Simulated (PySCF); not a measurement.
Level of theory and adiabatic energies of losing or gaining an electron: methylene fluoride

Structure: `FCF` (CH2F2).

All levels share the PBE0-D3(BJ)/def2-SVP structures and the PBE0-D3(BJ)/def2-SVP thermal terms; only the single-point energies (PySCF) change. Values are adiabatic energies of losing or gaining an electron (0 K, eV).

adiabatic ionisation energy: the gap is larger than usual, and may come from another state, site, conformer or species, from an onset or band maximum that doesn't mark the energy named, from the functional or basis, or from an outlying measurement.

Measured (NIST Chemistry WebBook): adiabatic ionisation energy 12.71 eV.

| level | ionisation energy to the radical cation | time |
| --- | --- | --- |
| HF/ma-def2-TZVP | 12.17 | 2 s |
| PBE0-D3(BJ)/ma-def2-TZVP | 12.25 | – |
| MP2/ma-def2-TZVP | 12.58 | 15 s |
| CCSD(T)/ma-def2-TZVP | 12.60 | 16 min |

Times are wall times for all single points of a level on 1 thread of Arm Neoverse V1, a shared host; the dash marks the run that also made the structures.

Hartree-Fock leaves out electron correlation, so its ionisation energies and electron affinities from energy differences come out too low, often by 1 eV or more.

The spread: 0.43 eV, from 12.17 to 12.60.
